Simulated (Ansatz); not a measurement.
Cost and result for the atomization energy of C3H3FO (8 atoms, 7 bonds).

```json
{"atom": "C1", "x (Å)": "-0.9729", "y (Å)": "-0.1110", "z (Å)": "0.0821"}
{"atom": "C2", "x (Å)": "0.4762", "y (Å)": "0.0543", "z (Å)": "0.3655"}
{"atom": "C3", "x (Å)": "1.4043", "y (Å)": "0.8033", "z (Å)": "-0.5263"}
{"atom": "F4", "x (Å)": "2.0306", "y (Å)": "-0.0459", "z (Å)": "-1.2928"}
{"atom": "O5", "x (Å)": "1.0563", "y (Å)": "-0.2622", "z (Å)": "1.3827"}
{"atom": "H6", "x (Å)": "-1.4779", "y (Å)": "-0.5455", "z (Å)": "0.9443"}
{"atom": "H7", "x (Å)": "-1.1059", "y (Å)": "-0.7541", "z (Å)": "-0.7935"}
{"atom": "H8", "x (Å)": "-1.4105", "y (Å)": "0.8611", "z (Å)": "-0.1619"}
```

The species carries charge 0 and has multiplicity 1. The bonds changed during the relaxation, so this is another structure than the one it started from. The structure was optimised at the PBE0-D4/def2-TZVP level. Program: Ansatz. All runs use 2 threads of an AMD EPYC 9B14 on a shared host. Times are those of one run each, without the atoms' runs, and a repeat can differ threefold. Electronic energies, without spin–orbit coupling; frozen cores. CCSD(T)/CBS adds CCSD(T) − MP2 in def2-TZVPP to the MP2 limit, and its time is that of the two runs behind it. T1 = 0.020; the RHF reference is unstable towards UHF. B3LYP takes the VWN-RPA correlation (the form of Gaussian; ORCA's B3LYP/G).

CCSD(T)/CBS is a level of theory with its own doubt, some kJ/mol a heavy atom from the limit and from the frozen cores, so smaller differences don't rank the functionals.

| level | functions | wall time | atomization (kJ/mol) | difference from CCSD(T)/CBS | per bond |
| --- | --- | --- | --- | --- | --- |
| LDA (SPW92)/def2-TZVPP | 197 | 1 s | 3868.8 | 631.5 | 90.2 |
| BLYP-D4/def2-TZVPP | 197 | 1.4 s | 3294.7 | 57.4 | 8.2 |
| revPBE-D4/def2-TZVPP | 197 | 1.4 s | 3296.8 | 59.5 | 8.5 |
| B3LYP-D4/def2-TZVPP (with forces) | 197 | 2.5 s | 3248.3 | 11.0 | 1.6 |
| r2SCANh-D4/def2-TZVPP | 197 | 3 s | 3226.7 | -10.6 | -1.5 |
| r2SCAN-D4/def2-TZVPP (with forces) | 197 | 3.2 s | 3269.2 | 31.9 | 4.6 |
| CCSD(T)/def2-SVP | 85 | 3.8 s | 3085.2 | -152.1 | -21.7 |
| B2PLYP/def2-TZVPP | 197 | 3.9 s | 3216.8 | -20.5 | -2.9 |
| ωB97X-V/def2-TZVPP | 197 | 4.7 s | 3254.1 | 16.8 | 2.4 |
| ωB97M-V/def2-TZVPP (with forces) | 197 | 7 s | 3263.7 | 26.4 | 3.8 |
| MP2/def2-QZVPP | 375 | 14 s | 3293.5 | 56.2 | 8.0 |
| CCSD(T)/def2-TZVPP | 197 | 74 s | 3145.5 | -91.8 | -13.1 |
| CCSD(T)/CBS(def2) | – | 88 s | 3237.3 | 0.0 | 0.0 |

In def2-TZVPP, CCSD(T) changes the Hartree–Fock value by +933.1 kJ/mol (the triples alone add +73.6 kJ/mol) and MP2 by +1026.7 kJ/mol; breaking electron pairs costs correlation energy, which Hartree–Fock lacks. At CCSD(T), def2-SVP lies −152.1 kJ/mol from the extrapolated value and def2-TZVPP −91.8 kJ/mol: correlation converges slowly with the basis, and small sets miss more of it in the bonded molecule than in its fragments. From PBE to PBE0 (25 % exact exchange), in def2-TZVPP and without D4, the atomization energy moves by −129.8 kJ/mol: exact exchange takes away binding that semilocal exchange gives to molecules.
